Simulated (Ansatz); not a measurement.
# SO₂, singlet: CASSCF and its corrections

Program: Ansatz, Gaussian basis, development build. Basis cc-pVDZ, nonrelativistic, 7 orbitals frozen in the corrections. State-specific CASSCF; RHF is the lowest restricted (open-shell) Hartree–Fock solution met. Solutions may break the symmetry of the shape. No proof that the lowest CASSCF solution was found.

Geometry:

```
atom   x (Å)    y (Å)    z (Å)
   S  0.0000   0.0000  -0.3713
   O  0.0000   1.2504   0.3713
   O  0.0000  -1.2504   0.3713
```

(1) What do CASSCF and its corrections give against RHF in CAS(4,3), and what are the occupations?

Answers

(1) CASSCF -0.985 eV, SC-NEVPT2 -14.456 eV; occupations 1.99, 1.91, 0.10.
